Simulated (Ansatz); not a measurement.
Zinc-blende MgS (metastable phase), treated with PBE0-D3(BJ) (plane waves, PAW; Ansatz, a quantum-chemistry and plane-wave program).

Run with plane-wave cutoff 460 eV, 8×8×8 k mesh, Fermi–Dirac smearing 0.01 eV, scalar-relativistic PAW data made under PBE.

Cell (relaxed at this level):

```
MgS
1.0
    0.00000    -2.79545     2.79545
    2.79545    -2.79545     0.00000
    2.79545     0.00000     2.79545
Mg S
1 1
Direct
  0.00000   0.00000   0.00000
  0.25000   0.25000   0.25000
```

Q: Estimate the bulk modulus B0, band gap, width of the whole s-p valence band and pressure derivative B′ of the bulk modulus that the calculation returns.

A: 
* **bulk modulus B0**: 64.7 GPa
* **band gap**: 5.41 eV (on the SCF k mesh) (direct)
* **width of the whole s-p valence band**: 12.61 eV
* **pressure derivative B′ of the bulk modulus**: 4.0

Measured, for comparison: band gap 4.78 ± 0.1 eV (temperature not stated, extrapolated in composition from an alloy gap of 4.19 eV, direct; extrapolated from a Zn0.2Mg0.8S0.645Se0.355 epilayer; as tabulated in Lucero et al. (2012), arXiv:1111.4515). Computed (rounded) less measured: band gap +0.63 eV.

Static lattice: no zero-point or thermal effects.

It cost about 6 core-minutes (a rough figure) of CPU time.
